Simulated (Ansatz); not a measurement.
# CH2FSi (charge +1): two geometries relaxed

Are the two ends of the shift of H5 from Si3 to C2 separate minima, and which lies lower? Each is relaxed from a guess. SMILES of the start: FC=[SiH+].

Method: RKS revPBE-D4/def2-SVP, in Ansatz 0.2.0.

### 1 Starting point

Bond lengths: F1–C2 1.338 Å, C2–Si3 1.777 Å, C2–H4 1.098 Å, Si3–H5 1.453 Å. Angles: F1–C2–Si3 118.0°, F1–C2–H4 111.5°, Si3–C2–H4 125.0°, C2–Si3–H5 168.6°.

As a file:

```xyz
5

F    -0.1938   -1.4939    0.8959
C    -0.4648   -0.5868   -0.0495
Si    0.5714    0.8535   -0.1450
H    -1.5197   -0.6248   -0.3520
H     1.6069    1.8521   -0.3494
```

### 2 End point A

input.yaml

```yaml
crystal:
  periodic: [false, false, false]
  atoms:
    - { symbol: F, position_ang: [-0.19385, -1.49394, 0.89593] }
    - { symbol: C, position_ang: [-0.46477, -0.58684, -0.04953] }
    - { symbol: Si, position_ang: [0.57142, 0.85347, -0.14496] }
    - { symbol: H, position_ang: [-1.51971, -0.62479, -0.352] }
    - { symbol: H, position_ang: [1.60691, 1.8521, -0.34944] }
total_charge: 1
basis:
  gaussian: { orbitals: def2-SVP }
hamiltonian:
  xc: revpbe
  dispersion: d4
relax:
  f_tol: 0.02
  max_steps: 50
```

On the command line:

```console
> ansatz run input.yaml --threads 1 --pin off --max-ram 2048MiB --backend cpu --events-out ev --progress --plain --runs-dir out
```

Output, shortened:

```text
Warning: RAYON_NUM_THREADS=1 ignored (pool sized by the plan → 1); use --threads N
[...]
Functional definition: revPBE
[...]
618 factors; their error is unknown
[...]
mean field -11643.47104883 eV, -427.8896688164 hartree, gradient 4.0e-5 eV, S^2 0.000000; 1 other end points of the search recorded, 0 dependent functions left out
[...]
reference -11643.47107931 eV, -427.8896699364 hartree; 15, 15 occupied and 41, 41 virtual orbitals, 618 factors
relax step   1: F+E_penalty+E_count = -11643.65808469 eV  Δ(F+E_penalty+E_count) = +0.000e0 eV  max|allowed force component| = 1.305e0 eV/Å  Δτ_max = 0.0000 Å  (39 SCF iters, accepted)
[...]
relax step   7: F+E_penalty+E_count = -11644.51152955 eV  Δ(F+E_penalty+E_count) = -1.393e-1 eV  max|allowed force component| = 9.750e-1 eV/Å  Δτ_max = 0.1453 Å  (30 SCF iters, accepted)
[...]
relax step  13: F+E_penalty+E_count = -11644.57875959 eV  Δ(F+E_penalty+E_count) = -7.151e-4 eV  max|allowed force component| = 3.229e-2 eV/Å  Δτ_max = 0.0366 Å  (29 SCF iters, accepted)
[...]
relax step  19: F+E_penalty+E_count = -11644.61802081 eV  Δ(F+E_penalty+E_count) = -1.530e-2 eV  max|allowed force component| = 1.776e-1 eV/Å  Δτ_max = 0.0628 Å  (28 SCF iters, accepted)
[...]
relax step  25: F+E_penalty+E_count = -11645.13790952 eV  Δ(F+E_penalty+E_count) = -8.424e-2 eV  max|allowed force component| = 4.253e-1 eV/Å  Δτ_max = 0.0967 Å  (28 SCF iters, accepted)
relax step  26: F+E_penalty+E_count = -11645.17926558 eV  Δ(F+E_penalty+E_count) = -4.136e-2 eV  max|allowed force component| = 4.769e-1 eV/Å  Δτ_max = 0.0975 Å  (33 SCF iters, accepted)
```

### 3 More of the same log: end point A relaxed

Output, continued, shortened:

```text
relax step  27: F+E_penalty+E_count = -11645.21698451 eV  Δ(F+E_penalty+E_count) = -3.772e-2 eV  max|allowed force component| = 2.260e-1 eV/Å  Δτ_max = 0.1498 Å  (33 SCF iters, accepted)
[...]
relax step  29: F+E_penalty+E_count = -11645.29387839 eV  Δ(F+E_penalty+E_count) = -4.555e-2 eV  max|allowed force component| = 7.717e-1 eV/Å  Δτ_max = 0.0947 Å  (33 SCF iters, accepted)
[...]
relax step  31: F+E_penalty+E_count = -11645.72428855 eV  Δ(F+E_penalty+E_count) = -2.358e-1 eV  max|allowed force component| = 1.101e0 eV/Å  Δτ_max = 0.1949 Å  (33 SCF iters, accepted)
[...]
relax step  33: F+E_penalty+E_count = -11645.49246593 eV  Δ(F+E_penalty+E_count) = +2.870e-1 eV  max|allowed force component| = 4.161e0 eV/Å  Δτ_max = 0.1949 Å  (32 SCF iters, rejected (line search))
[...]
618 factors; their error is unknown
[...]
mean field -11645.67632822 eV, -427.9707113393 hartree, gradient 8.7e-6 eV, S^2 0.000000; 1 other end points of the search recorded, 0 dependent functions left out
[...]
reference -11645.67636044 eV, -427.9707125232 hartree; 15, 15 occupied and 41, 41 virtual orbitals, 618 factors
Total energy: -11645.87570090 eV, -427.9780381501 hartree
Atom 0 at     0.136070    -0.736212     0.974864 Å, force    -0.004592     0.002462    -0.004815 eV/Å
Atom 1 at    -0.035380     0.060382    -0.373162 Å, force    -0.002340     0.005398     0.001096 eV/Å
Atom 2 at     0.005167     1.132655     1.201003 Å, force    -0.004108    -0.011322    -0.012806 eV/Å
Atom 3 at    -0.978072    -0.303584    -0.830019 Å, force     0.000567     0.003403     0.017753 eV/Å
Atom 4 at     0.872214    -0.153241    -0.972687 Å, force     0.010473     0.000059    -0.001228 eV/Å
Dipole moment:    -0.051732     0.438549    -0.211339 e Å
```

Wall time 36 s (1 thread of an Arm CPU, shared host); peak memory 0.12 GiB.

Relaxation path, one in 2:

```tsv
step	energy from step 1 (eV)	largest force component (eV/Å)
1	0.0000	1.3052
3	-0.2422	1.8863
5	-0.6056	1.7934
7	-0.8534	0.9750
9	-0.9125	0.1275
11	-0.9192	0.1304
13	-0.9207	0.0323
15	-0.9224	0.0639
17	-0.9339	0.1150
19	-0.9599	0.1776
21	-1.0065	0.3095
23	-1.3956	0.5798
25	-1.4798	0.4253
27	-1.5589	0.2260
29	-1.6358	0.7717
31	-2.0662	1.1008
33x	-1.8344	4.1608
35	-2.2167	0.0985
36	-2.2176	0.0178
```

Step 1 is the start. 2 steps were tried and not accepted (marked x).

After: Bond lengths: F1–C2 1.575 Å, F1–Si3 1.887 Å, C2–Si3 1.905 Å, C2–H4 1.109 Å, C2–H5 1.109 Å. Angles: F1–C2–Si3 64.9°, F1–C2–H4 106.2°, F1–C2–H5 106.0°, Si3–C2–H4 122.9°, Si3–C2–H5 122.5°, H4–C2–H5 114.2°, C2–F1–Si3 66.1°, F1–Si3–C2 49.1°.

Pairs that crossed the distance rule for bonds on the way: came closer F1–Si3, C2–H5; moved apart Si3–H5.

### 4 End point B

The second end starts from a geometry with the move made by hand.

input.yaml, as its differences from that of step 2:

```diff
@@ -7,3 +7,3 @@
     - { symbol: H, position_ang: [-1.51971, -0.62479, -0.352] }
-    - { symbol: H, position_ang: [1.60691, 1.8521, -0.34944] }
+    - { symbol: H, position_ang: [0.20404, -0.44969, -0.89922] }
 total_charge: 1
```

On the command line:

```console
> ansatz run input.yaml --threads 1 --pin off --max-ram 2048MiB --backend cpu --events-out ev --progress --plain --runs-dir out
```

Output, shortened:

```text
Warning: RAYON_NUM_THREADS=1 ignored (pool sized by the plan → 1); use --threads N
[...]
[... 1 set-up line as earlier in the session ...]
[...]
618 factors; their error is unknown
[...]
mean field -11644.00805376 eV, -427.9094033837 hartree, gradient 7.8e-6 eV, S^2 0.000000; 0 other end points of the search recorded, 0 dependent functions left out
[...]
reference -11644.00808464 eV, -427.9094045185 hartree; 15, 15 occupied and 41, 41 virtual orbitals, 618 factors
relax step   1: F+E_penalty+E_count = -11644.20502718 eV  Δ(F+E_penalty+E_count) = +0.000e0 eV  max|allowed force component| = 3.891e0 eV/Å  Δτ_max = 0.0000 Å  (27 SCF iters, accepted)
[...]
relax step   5: F+E_penalty+E_count = -11645.19558115 eV  Δ(F+E_penalty+E_count) = -3.340e-2 eV  max|allowed force component| = 5.866e-1 eV/Å  Δτ_max = 0.0405 Å  (27 SCF iters, accepted)
[...]
relax step  17: F+E_penalty+E_count = -11645.87570392 eV  Δ(F+E_penalty+E_count) = -1.926e-4 eV  max|allowed force component| = 4.038e-3 eV/Å  Δτ_max = 0.0040 Å  (29 SCF iters, accepted)
618 factors; their error is unknown
mean field -11645.67633683 eV, -427.9707116556 hartree, gradient 8.7e-6 eV, S^2 0.000000; 1 other end points of the search recorded, 0 dependent functions left out
[...]
reference -11645.67636913 eV, -427.9707128427 hartree; 15, 15 occupied and 41, 41 virtual orbitals, 618 factors
Total energy: -11645.87573622 eV, -427.9780394479 hartree
Atom 0 at     0.071160    -0.947336     0.961833 Å, force    -0.001281    -0.002015     0.002960 eV/Å
Atom 1 at    -0.453212    -0.480725    -0.447902 Å, force    -0.000889     0.001794    -0.001501 eV/Å
Atom 2 at     0.499553     0.840428     0.538430 Å, force     0.002314     0.003177     0.000576 eV/Å
Atom 3 at    -1.557559    -0.573036    -0.410799 Å, force     0.003895    -0.003412    -0.001580 eV/Å
Atom 4 at     0.037188    -1.141121    -1.191342 Å, force    -0.004038     0.000456    -0.000455 eV/Å
Dipole moment:    -0.029131     0.365082    -0.324515 e Å
```

Wall time 19 s (1 thread of an Arm CPU, shared host); peak memory 0.12 GiB.

Step by step:

```tsv
step	energy from step 1 (eV)	largest force component (eV/Å)
1	0.0000	3.8908
2	-0.6903	1.7256
3	-0.9184	0.4920
4	-0.9572	1.0035
5	-0.9906	0.5866
6	-1.0263	0.1771
7	-1.0385	0.7525
8	-1.1044	0.6669
9	-1.3197	1.0587
10	-1.5263	1.5048
11x	-1.4301	2.6571
12	-1.6164	0.8590
13	-1.6474	0.6864
14x	-1.6015	1.3339
15	-1.6702	0.0565
16	-1.6705	0.0753
17	-1.6707	0.0040
```

Step 1 is the start. 2 steps were tried and not accepted (marked x).

After: Bond lengths: F1–C2 1.575 Å, F1–Si3 1.887 Å, C2–Si3 1.904 Å, C2–H4 1.109 Å, C2–H5 1.109 Å. Angles: F1–C2–Si3 64.9°, F1–C2–H4 106.1°, F1–C2–H5 106.1°, Si3–C2–H4 122.6°, Si3–C2–H5 122.6°, H4–C2–H5 114.4°, C2–F1–Si3 66.0°, F1–Si3–C2 49.1°.

Pairs that crossed the distance rule for bonds on the way: came closer F1–Si3; moved apart Si3–H5.

### 5 Results

```
                           quantity                     value
                              end A  33 moves, 2.218 eV lower
                              end B  14 moves, 1.671 eV lower
largest difference between the ends                    0.00 Å
            end B relative to end A                 -0.000 eV
```

The two relaxations end at one structure, within 0.00 Å: no second minimum was found from this start, which doesn't rule one out.
